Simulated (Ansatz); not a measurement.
This geometry of AlH$_{5}$OS (8 atoms, charge 0, multiplicity 1) is a first-order saddle point.

These are results of RKS PBE0/6-31G* (Ansatz 0.2.0), not measurements.

```xyz
8
Properties=species:S:1:pos:R:3
Al 0.066 0.255 0.168
O -0.199 -0.171 1.933
H -1.013 -0.635 2.170
H 1.565 0.063 -0.320
H -1.236 0.010 -0.717
S -0.121 2.494 1.164
H 1.182 2.616 1.482
H -0.312 1.240 2.011
```

(1) Which two structures does it join? (They come from a converged band through this point; their orientation in space is the band's.)

(2) How far does it lie above each of them?

Results:

(1) Bonds broken: S6–H8. Bonds formed: O2–H8.

First end point:

```xyz
8
Properties=species:S:1:pos:R:3
Al -0.023 0.043 0.291
O -0.288 -0.666 1.853
H -1.150 -1.065 2.005
H 1.496 0.117 -0.192
H -1.252 0.080 -0.734
S -0.087 2.514 1.166
H 1.229 2.778 1.068
H 0.008 2.072 2.434
```

Last end point:

```xyz
8
Properties=species:S:1:pos:R:3
Al 0.091 0.528 0.167
O -0.254 -0.189 2.038
H -1.108 -0.645 2.096
H 1.553 0.017 -0.195
H -1.242 -0.032 -0.513
S -0.051 2.680 0.811
H 1.277 2.880 0.927
H -0.335 0.633 2.559
```

(2) 4.2 kcal/mol above the first and 14.8 kcal/mol above the second. This is the barrier of this one path; another mechanism may lie lower. The orbitals stay closed-shell, which can raise the energy where a bond breaks towards radicals; this wasn't checked here.

Time of the run: 2.2 min on 1 thread of Intel(R) Xeon(R) 6975P-C (Granite Rapids), with other jobs on the host, peak memory 0.14 GiB.
